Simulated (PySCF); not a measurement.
C5H5N.
SMILES with atom numbers: `[CH:1]#[C:2][C:3](=[CH2:4])[N:5]=[CH2:6]` (hydrogens: H7 on C1; H8, H9 on C4; H10, H11 on C6)

Torsions of this conformer, `[CH:1]#[C:2][C:3](=[CH2:4])[N:5]=[CH2:6]`: C2–C3–N5–C6 4°.

The closed-shell ground state was solved at several levels (PySCF, density fitting, gas phase, non-relativistic). Geometry: GFN2-xTB, one conformer, isolated molecule.

```csv
level,basis functions,HOMO (eV),LUMO (eV),gap (eV),dipole (D)
PBE0/pcSseg-1,127,-7.16,-1.52,5.64,1.30
wB97X-D/def2-SVPD,160,-8.90,0.21,9.11,1.29
```

(1) What might PBE0/def2-SVPD (160 basis functions) give for the same quantities?

(2) Over all these levels, which gives the widest orbital gap and which the narrowest?

(3) How far do the dipole and the HOMO energy spread over the levels?

## Answers

(1) HOMO -7.17 eV, LUMO -1.57 eV, gap 5.60 eV, dipole 1.24 D.

(2) wB97X-D/def2-SVPD (range-separated hybrid) has the widest, 9.11 eV, and PBE0/def2-SVPD (global hybrid, 25 % exact exchange) the narrowest, 5.60 eV. The two share the basis. From the narrowest to the widest the HOMO moves by -1.73 eV and the LUMO by +1.78 eV.

(3) The dipole runs from 1.24 to 1.30 D (mean 1.28 D) and the HOMO from -8.90 to -7.16 eV.
